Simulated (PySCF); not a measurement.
NaCl, SMILES [Cl][Na]. Coordinates come from a PBE-D3(BJ)/def2-TZVPD optimisation.

All values below come from PBE-D3(BJ)/def2-TZVPD (PySCF).

Harmonic wavenumbers (cm⁻¹): 352. Rotational constants (GHz): 6.438 (linear); symmetry number 1.

Work out the zero-point energy and the ideal-gas rigid-rotor harmonic-oscillator thermochemistry at 298.15 K and 1 atm.

ZPE = ½ Σ hcν = ½ × 352 cm⁻¹ = 0.50 kcal/mol. H − E(el) = 2.80 kcal/mol. Entropy in cal/(mol K): translation 38.12, rotation 15.64, vibration 1.16, total 54.92. G − E(el) = -13.57 kcal/mol. Cp = 8.53 cal/(mol K).
